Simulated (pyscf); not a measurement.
HO–SiH₂–OH + ammonia (NH₃) → H₂N–SiH(OH)–OH + hydrogen (H₂) (four-centre exchange; singlet surface; H–Si, H–N broken, N–Si, H–H formed). Structures and frequencies: ωB97X-D3(BJ)/def2-SVP in PySCF. Rate constants from transition-state theory, ωB97M-D3(BJ)/def2-TZVP energies (ideal gas, 1 atm, RRHO with modes under 100 cm⁻¹ raised to 100, one conformer, R ln 2 for chiral ones without a mode under 150 cm⁻¹; no tunnelling), k in cm³ molecule⁻¹ s⁻¹.

| T (K) | 1000/T | log10 k |
|---|---|---|
| 298 | 3.354 | -36.33 |
| 600 | 1.667 | -24.98 |
| 900 | 1.111 | ? |
| 1200 | 0.833 | -18.94 |

Fit an Arrhenius line to the three values, give the activation energy, and predict k at 900 K.

Least squares gives log10 k = -13.34 − 6.87 × 1000/T, so Ea = 6.87 × ln 10 × 1.987 = 31.4 kcal/mol, against an electronic barrier of 31.0. At 900 K the line gives -20.97; the computed value is -21.03 (ΔG‡ = 63.4 kcal/mol), close to the line. One saddle was located; it need not be the lowest between these sides.
